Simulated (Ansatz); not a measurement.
# How methods differ on BH2SO (SMILES O[B]S)

The species is BH2SO (5 atoms), meant as a doublet with charge 0. SMILES: `O[B]S`. The coordinates come from a PBE0-D4/def2-TZVP relaxation. This is a higher conformer, about 7 kJ/mol above the lowest found by a separate search.

Quantity: the vertical ionisation energy (to the singlet cation), in eV. The values are calculated.

```csv
level,kind,program,value (eV),less CCSD(T)/STO-3G,CPU time (all runs)
UHF/STO-3G,Hartree–Fock,Ansatz,5.83,+0.82,0.27 s
U-revPBE/STO-3G,GGA,Ansatz,5.70,+0.69,3.2 s
U-r2SCAN/STO-3G,meta-GGA,Ansatz,5.99,+0.98,7.6 s
UB3LYP/STO-3G,global hybrid,Ansatz,5.89,+0.88,3.3 s
UPBE0/STO-3G,global hybrid,Ansatz,5.97,+0.96,3.1 s
U-wB97X/STO-3G,range-separated hybrid,Ansatz,5.91,+0.90,16 s
RPA@PBE/STO-3G,RPA,Ansatz,4.67,-0.34,4 s
UMP2/STO-3G,perturbation theory,Ansatz,5.08,+0.07,0.28 s
UCCSD(T)/STO-3G,coupled cluster or CI,Ansatz,5.01,0.00,0.48 s
UCCSD/STO-3G,coupled cluster or CI,Ansatz,5.14,+0.13,0.45 s
```

Differences are taken from UCCSD(T)/STO-3G for orientation; it has basis-set and higher-order errors of its own. The values span 4.67 to 5.99 eV. All rows use very small basis sets, so even the best lies far from the true value. CPU times are rough (shared hosts, several kinds of processor): they show what a rung costs within a factor of a few.
